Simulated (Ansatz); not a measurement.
For zinc-blende MgS (metastable phase), BLYP (plane waves, PAW; Ansatz, a program for electronic structure) gives:

- lattice constant a = 5.745 Å
- bulk modulus = 52.0 GPa
- cohesive energy = 3.36 eV/atom

Question: What does r²SCAN+rVV10 (Ansatz, plane waves, PAW) give for the same quantities?

Answer: 
- lattice constant a: 5.647 Å (falls by 1.7 %)
- bulk modulus: 61.1 GPa (grows by 18 %)
- cohesive energy: 4.09 eV/atom (goes up by 0.73 eV/atom)

Changes are worked out from the printed values.

Unless a cell is named, each level is at its own relaxed cell (BLYP 23.71, r²SCAN+rVV10 22.51 Å³/atom).

Ansatz's density-functional and Hartree–Fock values are scalar-relativistic unless marked +SOC, with PAW data made under PBE.
